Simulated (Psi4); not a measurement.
# C2H2O2 (glyoxal) at HF/aug-cc-pVDZ

We compute energy and forces of C2H2O2 (glyoxal). 

The results are computed with Psi4 1.11.

1 further run of the same task is left out (set aside as unsound or not needed).

## 1. The molecule

C2H2O2 has 6 atoms, charge 0, and is taken as a singlet. SMILES: `O=CC=O`. The C2–H5 distance was set to 2.438 Å, away from the relaxed value. At this shape a bond of the SMILES string is far longer than usual.

Bond lengths: O1–C2 1.197 Å, C2–C3 1.519 Å, C3–O4 1.197 Å, C3–H6 1.108 Å. Angles: O1–C2–C3 121.5°, C2–C3–O4 121.5°, C2–C3–H6 114.8°, O4–C3–H6 123.7°.

## 2. Energy and gradient at HF/aug-cc-pVDZ

calc.inp reads:

```
memory 1.6 GB

molecule m {
  O      0.972757    -1.596726    -1.467238
  C      0.356987    -0.972056    -0.652128
  C     -0.689613    -1.632326     0.228852
  O     -1.303183    -1.008276     1.046092
  H      0.661710     1.415330    -0.264310
  H     -0.829713    -2.717036     0.051032
  units angstrom
  symmetry c1
}

set {
  basis aug-cc-pVDZ
  puream true
  e_convergence 1e-09
  d_convergence 1e-08
  scf_type pk
}

e, wfn = gradient('scf', return_wfn=True)
oeprop(wfn, 'MAYER_INDICES', 'MULLIKEN_CHARGES', 'WIBERG_LOWDIN_INDICES', title='SCF')
```

On the command line:

```console
psi4 calc.inp calc.out -n 1
```

calc.out:

```text
Psi4 1.11 release

gradient() will perform analytic gradient computation.

   => Loading Basis Set <=

    Name: AUG-CC-PVDZ
    Role: ORBITAL
    Keyword: BASIS

         ---------------------------------------------------------
                                   SCF
                              RHF Reference
                        1 Threads,   1525 MiB Core
         ---------------------------------------------------------

  ==> Geometry <==

    Molecular point group: c1
    Full point group: C1

    Geometry (in Angstrom), charge = 0, multiplicity = 1:

       Center              X                  Y                   Z               Mass
    ------------   -----------------  -----------------  -----------------  -----------------
         O            1.135603086273    -0.316997578540    -1.259835986190    15.994914619570
         C            0.519833086273     0.307672421460    -0.444725986190    12.000000000000
         C           -0.526766913727    -0.352597578540     0.436254013810    12.000000000000
         O           -1.140336913727     0.271452421460     1.253494013810    15.994914619570
         H            0.824556086273     2.695058421460    -0.056907986190     1.007825032230
         H           -0.666866913727    -1.437307578540     0.258434013810     1.007825032230

  Running in c1 symmetry.

  Rotational constants: A =      1.14654  B =      0.16133  C =      0.14143 [cm^-1]
  Rotational constants: A =  34372.51671  B =   4836.54309  C =   4239.94573 [MHz]
  Nuclear repulsion =   99.108714759785570

  Charge       = 0
  Multiplicity = 1
  Electrons    = 30
  Nalpha       = 15
  Nbeta        = 15

  ==> Algorithm <==

  SCF Algorithm Type is PK.
  DIIS enabled.
  MOM disabled.
  Fractional occupation disabled.
  Guess Type is SAD.
  Energy threshold   = 1.00e-09
  Density threshold  = 1.00e-08
  Integral threshold = 1.00e-12

  ==> Primary Basis <==

  Basis Set: AUG-CC-PVDZ
    Blend: AUG-CC-PVDZ
    Number of shells: 46
    Number of basis functions: 110
    Number of Cartesian functions: 118
    Spherical Harmonics?: true
    Max angular momentum: 2

  ==> Integral Setup <==

  Using in-core PK algorithm.
   Calculation information:
      Number of atoms:                   6
      Number of AO shells:              46
      Number of primitives:            114
      Number of atomic orbitals:       118
      Number of basis functions:       110

      Integral cutoff                 1.00e-12
      Number of threads:                 1

  Performing in-core PK
  Using 37277130 doubles for integral storage.
  We computed 578213 shell quartets total.
  Whereas there are 584821 unique shell quartets.

  ==> DiskJK: Disk-Based J/K Matrices <==

    J tasked:                  Yes
    K tasked:                  Yes
    wK tasked:                  No
    Memory [MiB]:             1144
    Schwarz Cutoff:          1E-12

  Minimum eigenvalue in the overlap matrix is 1.6701752178E-04.
  Reciprocal condition number of the overlap matrix is 2.0993038987E-05.
    Using symmetric orthogonalization.

  ==> Pre-Iterations <==

  SCF Guess: Superposition of Atomic Densities via on-the-fly atomic UHF (no occupation information).

   -------------------------
    Irrep   Nso     Nmo
   -------------------------
     A        110     110
   -------------------------
    Total     110     110
   -------------------------

  ==> Iterations <==

                        Total Energy        Delta E     RMS |[F,P]|

   @RHF iter SAD:  -225.20954088758904   -2.25210e+02   0.00000e+00
   @RHF iter   1:  -226.31125805423210   -1.10172e+00   4.45337e-03 DIIS/ADIIS
   @RHF iter   2:  -226.35917231813042   -4.79143e-02   3.87877e-03 DIIS/ADIIS
   @RHF iter   3:  -226.42499726628540   -6.58249e-02   4.86868e-04 DIIS/ADIIS
   @RHF iter   4:  -226.42690113262844   -1.90387e-03   2.05104e-04 DIIS/ADIIS
   @RHF iter   5:  -226.42733397682284   -4.32844e-04   7.16703e-05 DIIS
   @RHF iter   6:  -226.42740615646591   -7.21796e-05   3.07129e-05 DIIS
   @RHF iter   7:  -226.42742413616850   -1.79797e-05   1.67570e-05 DIIS
   @RHF iter   8:  -226.42742730157369   -3.16541e-06   4.47662e-06 DIIS
   @RHF iter   9:  -226.42742761741732   -3.15844e-07   1.61999e-06 DIIS
   @RHF iter  10:  -226.42742765234095   -3.49236e-08   3.51074e-07 DIIS
   @RHF iter  11:  -226.42742765478945   -2.44850e-09   6.42296e-08 DIIS
   @RHF iter  12:  -226.42742765490641   -1.16955e-10   2.83208e-08 DIIS
   @RHF iter  13:  -226.42742765494461   -3.81988e-11   1.54824e-08 DIIS
   @RHF iter  14:  -226.42742765496155   -1.69393e-11   5.51240e-09 DIIS
  Energy and wave function converged.

  ==> Post-Iterations <==

    Orbital Energies [Eh]
    ---------------------

    Doubly Occupied:

       1A    -20.676730     2A    -20.646284     3A    -11.448965
       4A    -11.413988     5A     -1.494993     6A     -1.469685
       7A     -0.988953     8A     -0.811664     9A     -0.748063
      10A     -0.716546    11A     -0.636040    12A     -0.625618
      13A     -0.571011    14A     -0.517428    15A     -0.340723

    Virtual:

      16A     -0.028716    17A      0.013054    18A      0.034185
      19A      0.076654    20A      0.083056    21A      0.094689
      22A      0.108339    23A      0.109152    24A      0.120957
      25A      0.151881    26A      0.155998    27A      0.169668
      28A      0.215205    29A      0.231023    30A      0.251678
      31A      0.259935    32A      0.274452    33A      0.289249
      34A      0.309770    35A      0.318344    36A      0.328287
      37A      0.355713    38A      0.386651    39A      0.400605
      40A      0.412968    41A      0.414701    42A      0.445185
      43A      0.490254    44A      0.502294    45A      0.515101
      46A      0.552097    47A      0.556694    48A      0.559308
      49A      0.617345    50A      0.625609    51A      0.669189
      52A      0.710405    53A      0.717699    54A      0.797284
      55A      0.829850    56A      0.852336    57A      0.868419
      58A      0.894712    59A      0.902562    60A      0.932478
      61A      0.960951    62A      0.999348    63A      1.055012
      64A      1.140428    65A      1.147897    66A      1.188485
      67A      1.204195    68A      1.208330    69A      1.232478
      70A      1.257808    71A      1.269447    72A      1.385105
      73A      1.401288    74A      1.433784    75A      1.476284
      76A      1.582433    77A      1.605863    78A      1.717045
      79A      1.744304    80A      1.780988    81A      1.787594
      82A      1.823529    83A      1.841000    84A      1.863245
      85A      1.870933    86A      1.940387    87A      1.985804
      88A      2.045078    89A      2.068776    90A      2.078673
      91A      2.132790    92A      2.187110    93A      2.220253
      94A      2.291445    95A      2.446083    96A      2.576941
      97A      2.606297    98A      2.865172    99A      3.110154
     100A      3.242805   101A      3.606437   102A      3.636835
     103A      3.659696   104A      3.675617   105A      3.680740
     106A      3.700979   107A      3.772826   108A      3.896158
     109A      4.027146   110A      4.042723

    Final Occupation by Irrep:
              A
    DOCC [    15 ]
    NA   [    15 ]
    NB   [    15 ]

  @RHF Final Energy:  -226.42742765496155

   => Energetics <=

    Nuclear Repulsion Energy =             99.1087147597855704
    One-Electron Energy =                -504.8589023867351671
    Two-Electron Energy =                 179.3227599719880345
    Total Energy =                       -226.4274276549615479

Computation Completed

Properties will be evaluated at   0.000000,   0.000000,   0.000000 [a0]

Properties computed using the SCF density matrix

 Multipole Moments:

 ------------------------------------------------------------------------------------
     Multipole            Electronic (a.u.)      Nuclear  (a.u.)        Total (a.u.)
 ------------------------------------------------------------------------------------

 L = 1.  Multiply by 2.5417464519 to convert [e a0] to [Debye]
 Dipole X            :         -0.3752268            0.1478060           -0.2274208
 Dipole Y            :         -2.1355039            1.1788842           -0.9566197
 Dipole Z            :         -0.2396197            0.1888940           -0.0507256
 Magnitude           :                                                    0.9845885

 ------------------------------------------------------------------------------------

	total time  =          8 seconds =       0.13 minutes

         ------------------------------------------------------------
                                   SCF GRAD
         ------------------------------------------------------------

  ==> Geometry <==

    Molecular point group: c1
    Full point group: C1

    Geometry (in Angstrom), charge = 0, multiplicity = 1:

       Center              X                  Y                   Z               Mass
    ------------   -----------------  -----------------  -----------------  -----------------
         O            1.135603086273    -0.316997578540    -1.259835986190    15.994914619570
         C            0.519833086273     0.307672421460    -0.444725986190    12.000000000000
         C           -0.526766913727    -0.352597578540     0.436254013810    12.000000000000
         O           -1.140336913727     0.271452421460     1.253494013810    15.994914619570
         H            0.824556086273     2.695058421460    -0.056907986190     1.007825032230
         H           -0.666866913727    -1.437307578540     0.258434013810     1.007825032230

  Nuclear repulsion =   99.108714759785570

  ==> Basis Set <==

  Basis Set: AUG-CC-PVDZ
    Blend: AUG-CC-PVDZ
    Number of shells: 46
    Number of basis functions: 110
    Number of Cartesian functions: 118
    Spherical Harmonics?: true
    Max angular momentum: 2

  ==> DirectJKGrad: Integral-Direct SCF Gradients <==

    Gradient:                    1
    J tasked:                  Yes
    K tasked:                  Yes
    wK tasked:                  No
    Integrals threads:           1
    Schwarz Cutoff:          1E-12

  -Total Gradient:
     Atom            X                  Y                   Z
    ------   -----------------  -----------------  -----------------
       1        0.046187906018    -0.064646089353    -0.066350392910
       2       -0.067241322941     0.017637654867     0.074193120659
       3        0.040186518472    -0.030015744404    -0.050263009341
       4       -0.023071098975     0.028036465613     0.032097190806
       5        0.008500855521     0.058184750016     0.008349324864
       6       -0.004562858096    -0.009197036739     0.001973765923

	total time  =         11 seconds =       0.18 minutes

Properties will be evaluated at   0.000000,   0.000000,   0.000000 [a0]

Properties computed using the SCF density matrix

  Mulliken Charges: (a.u.)
   Center  Symbol    Alpha    Beta     Spin     Total
       1     O     4.22697  4.22697  0.00000 -0.45395
       2     C     2.92448  2.92448  0.00000  0.15103
       3     C     2.57964  2.57964  0.00000  0.84071
       4     O     4.26365  4.26365  0.00000 -0.52731
       5     H     0.50288  0.50288  0.00000 -0.00577
       6     H     0.50236  0.50236  0.00000 -0.00472

   Total alpha = 15.00000, Total beta = 15.00000, Total charge =  0.00000

  Mayer Bond Indices:

  Irrep: 1 Size: 6 x 6

                 1                   2                   3                   4                   5

    1     0.00000000000000     1.76427447713906     0.01834214870133     0.02414093489662     0.09060335762929
    2     1.76427447713906     0.00000000000000     0.91619650631634     0.03598136359058     0.87078682056583
    3     0.01834214870133     0.91619650631634     0.00000000000000     1.68149966943407    -0.01802241275720
    4     0.02414093489662     0.03598136359058     1.68149966943407     0.00000000000000     0.02046469519504
    5     0.09060335762929     0.87078682056583    -0.01802241275720     0.02046469519504     0.00000000000000
    6    -0.00996440358466     0.05195424280548     0.83846910278094    -0.03467090782943     0.02888702967746

                 6

    1    -0.00996440358466
    2     0.05195424280548
    3     0.83846910278094
    4    -0.03467090782943
    5     0.02888702967746
    6     0.00000000000000

  Atomic Valences:

 #  #
 Irrep: 1
      1:    1.887396514781638
      2:    3.639193410417293
      3:    3.436485014475479
      4:    1.727415755286886
      5:    0.992719490310430
      6:    0.874675063849797

  Wiberg Bond Indices using Orthogonal Lowdin Orbitals:

  Irrep: 1 Size: 6 x 6

                 1                   2                   3                   4                   5

    1     0.00000000000000     2.98097438115654     0.36925244451650     0.05569003844267     0.17220539346822
    2     2.98097438115654     0.00000000000000     1.23088004416951     0.37545537270737     0.64773346428799
    3     0.36925244451650     1.23088004416951     0.00000000000000     2.87393373396420     0.15416183649606
    4     0.05569003844267     0.37545537270737     2.87393373396420     0.00000000000000     0.03192390736773
    5     0.17220539346822     0.64773346428799     0.15416183649606     0.03192390736773     0.00000000000000
    6     0.04666687934968     0.20172766394501     0.85501028629222     0.23340526713736     0.02889792003672

                 6

    1     0.04666687934968
    2     0.20172766394501
    3     0.85501028629222
    4     0.23340526713736
    5     0.02889792003672
    6     0.00000000000000

  Atomic Valences:

 #  #
 Irrep: 1
      1:    3.624789136933611
      2:    5.436770926266425
      3:    5.483238345438495
      4:    3.570408319619327
      5:    1.034922521656718
      6:    1.365708016760998

    Psi4 run time: 0:00:19.28
```

Wall time 21 s (1 thread of AMD EPYC 7R43 (Zen 3), shared host); peak memory 0.48 GiB.

## 3. Results

Level: HF/aug-cc-pVDZ.

| quantity | value |
| --- | --- |
| total energy | -226.42743 Eh |
| dipole moment | 2.50 D |
| HOMO energy | -9.27 eV |
| LUMO energy | -0.78 eV |
| HOMO–LUMO gap | 8.49 eV |
| largest force on an atom | 5.323 eV/Å |

What this shows: One bond is far stretched, which a spin-restricted single reference describes badly; a broken-symmetry solution may lie lower.
